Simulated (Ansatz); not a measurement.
**Worked example: correlation energy of PH3⁺, quartet**

Geometry: that of the PH3⁺, doublet, kept fixed. The doublet lies 10.3 eV lower here.

```yaml
atoms:
  - { symbol: P, position_ang: [0.0001, 0.0000, -0.0329] }
  - { symbol: H, position_ang: [1.3541, 0.0145, 0.3407] }
  - { symbol: H, position_ang: [-0.6904, 1.1668, 0.3342] }
  - { symbol: H, position_ang: [-0.6661, -1.1799, 0.3374] }
```

Basis 6-31G; Ansatz 0.2.0. Correlated methods freeze the noble-gas cores, which leaves 7 electrons in 14 orbitals. Prefix R: restricted or restricted open-shell reference; prefix U: unrestricted.

Full CI is exact within this basis and frozen core; it isn't the basis-set limit. The frozen core follows each run's orbitals, which can shift R against U totals by a few meV.

The cluster runs stand on a determinant 0.55 eV above the lowest UHF solution, chosen by trial CCSD; the correlation energy below is counted from it.

Runs differ by some tens of microhartree through their thresholds and, for an open shell, their frozen cores, so steps under 0.1 kcal/mol mean nothing.

```tsv
level	total energy (hartree)
UHF determinant under the cluster runs	-341.696073
UCCSD	-341.772527
UCCSD(T)	-341.775329
UCCSDT	-341.776974
UCCSDT(Q)	-341.777089
UCCSDTQ	-341.777123
full CI	-341.777127
```

Q: What is the correlation energy at full CI, and what share of it do UMP2 and UCCSD(T) recover?

A: E(corr) = -341.777127 − (-341.696073) = -0.081054 hartree = -2.206 eV. UCCSD: -0.076454 / -0.081054 = 94.32 %. UCCSD(T): -0.079256 / -0.081054 = 97.78 %.

Q: By how many kcal/mol does UCCSD(T) miss full CI (1 hartree = 627.509 kcal/mol), and which steps make up the rest?

A: -341.775329 − (-341.777127) = 0.001798 hartree = 1.13 kcal/mol. Steps: UCCSDT − UCCSD(T) = -1.03, UCCSDT(Q) − UCCSDT = -0.07, UCCSDTQ − UCCSDT(Q) = -0.02, full CI − UCCSDTQ = 0.00 kcal/mol. With more than one leading determinant such errors change with state and geometry, and needn't cancel in differences.
